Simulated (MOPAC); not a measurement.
MOPAC input (PM3):

```
PM3 1SCF GEO-OK AUX(PRECISION=9) THREADS=1
H2S

S     0.00184013 1    0.00030176 1    0.10309296 1
H    -0.00752722 1    0.96781232 1   -0.82771199 1
H    -0.02191490 1   -0.97264043 1   -0.82177540 1
```

From the last part of the output:

```
                                                       MOPAC v23.2.5 Linux

          FINAL HEAT OF FORMATION =         -0.26047 KCAL/MOL =      -1.08982 KJ/MOL

          COSMO AREA              =         61.26 SQUARE ANGSTROMS
          COSMO VOLUME            =         44.41 CUBIC ANGSTROMS

          IONIZATION POTENTIAL    =          9.646327 EV
          HOMO LUMO ENERGIES (EV) =         -9.646  0.488
          NO. OF FILLED LEVELS    =          4
          MOLECULAR WEIGHT        =         34.0758         POINT GROUP:  C2v

          MOLECULAR DIMENSIONS (Angstroms)

            Atom       Atom       Distance
            H     3    H     2     1.94052
            H     2    S     1     0.92799
            H     3    S     1     0.00000

          SCF CALCULATIONS        =          1

   ATOM   CHEMICAL          X               Y               Z
  NUMBER   SYMBOL      (ANGSTROMS)     (ANGSTROMS)     (ANGSTROMS)

     1       S          0.00184013  *   0.00030176  *   0.10309296  *
     2       H         -0.00752722  *   0.96781232  *  -0.82771199  *
     3       H         -0.02191490  *  -0.97264043  *  -0.82177540  *

                             CARTESIAN COORDINATES

   1    S        0.001840130     0.000301760     0.103092960
   2    H       -0.007527220     0.967812320    -0.827711990
   3    H       -0.021914900    -0.972640430    -0.821775400

           Empirical Formula: H2 S  =     3 atoms

      MOLECULAR POINT GROUP   :   C2v

                  EIGENVALUES
 -27.21193 -15.30837 -12.37829  -9.64633   0.48787   1.19279

              NET ATOMIC CHARGES AND DIPOLE CONTRIBUTIONS

  ATOM NO.   TYPE          CHARGE      No. of ELECS.   s-Pop       p-Pop
    1          S          -0.003517        6.0035     1.88732     4.11620
    2          H           0.001758        0.9982     0.99824
    3          H           0.001758        0.9982     0.99824
 DIPOLE           X         Y         Z       TOTAL
 POINT-CHG.    -0.000    -0.000    -0.016     0.016
 HYBRID        -0.032    -0.005    -1.817     1.817
 SUM           -0.033    -0.005    -1.833     1.833

          ATOMIC ORBITAL ELECTRON POPULATIONS

     Atom    s        px        py        pz
    1  S   1.88732   1.99966   1.01819   1.09835
    2  H   0.99824
    3  H   0.99824

 **********************
 *                    *
 * JOB ENDED NORMALLY *
 *                    *
 **********************

 == MOPAC DONE ==
```

The geometry given is a B3LYP-D3(BJ)/def2-TZVP minimum.
